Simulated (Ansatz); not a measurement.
Species: C$_{2}$H$_{6}$O, SMILES `OCC` (C–C–O–H torsion 180°) (charge 0, multiplicity 1), formula C2H6O.

Q: How many basis functions does frozen-core CCSD(T)/aug-cc-pVTZ // B3LYP-D3(BJ)/def2-TZVPD (Ansatz, a quantum-chemistry and plane-wave program) use, how many core orbitals are frozen, and how many electrons are correlated?

A: 276 basis functions and 3 frozen orbitals, which leaves 20 correlated electrons. Core time is of the order of seconds.
